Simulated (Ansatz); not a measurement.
# C4H2: the cost of one run

Program: Ansatz 0.2.0, Gaussian basis. Level of theory: the settings change from run to run. These are calculated values, not measurements.

## Step 1: The molecule

The geometry comes from an earlier relaxation with PBE0-D4 in a triple-zeta def2 set; it is a stationary point.

SMILES `C#CC#C`, 6 atoms, charge 0, spin multiplicity 1.

Atoms are counted from 1 here; the program's logs count them from 0.

Bond lengths: C1–C2 1.205 Å, C1–H5 1.064 Å, C2–C3 1.364 Å, C3–C4 1.205 Å, C4–H6 1.064 Å. Angles: C2–C1–H5 180.0°, C1–C2–C3 180.0°, C2–C3–C4 180.0°, C3–C4–H6 180.0°.

Coordinates:

| atom | x (Å) | y (Å) | z (Å) |
| --- | --- | --- | --- |
| C1 | 1.4260 | -1.1132 | 0.5668 |
| C2 | 0.5199 | -0.4093 | 0.2000 |
| C3 | -0.5060 | 0.3879 | -0.2154 |
| C4 | -1.4120 | 1.0919 | -0.5822 |
| H5 | 2.2266 | -1.7352 | 0.8909 |
| H6 | -2.2125 | 1.7139 | -0.9063 |

## Step 2: revPBE0/cc-pVTZ

This run has charge +1, multiplicity 2, finite nuclei.

Contents of in.yaml:

```yaml
crystal:
  periodic: [false, false, false]
  atoms:
    - {symbol: C, position_ang: [1.425955, -1.113221, 0.566784]}
    - {symbol: C, position_ang: [0.519943, -0.409271, 0.199984]}
    - {symbol: C, position_ang: [-0.505973, 0.387875, -0.215363]}
    - {symbol: C, position_ang: [-1.411958, 1.091854, -0.582176]}
    - {symbol: H, position_ang: [2.226562, -1.735245, 0.890864]}
    - {symbol: H, position_ang: [-2.212528, 1.713906, -0.906293]}
basis:
  gaussian: {orbitals: cc-pVTZ, nuclear_model: gaussian}
total_charge: 1
magnetization: {spin_polarized: true, initial_magnetization: 1}
hamiltonian: {xc: {name: revPBE0}}
```

The run is started by

```console
ansatz run in.yaml --threads 4 --pin off --events-out ev --progress --plain --max-ram 10444MiB
```

Q: Estimate wall time and peak memory on 4 threads of Arm Neoverse V1, shared host.

About 21 s, with a peak of 0.35 GiB.
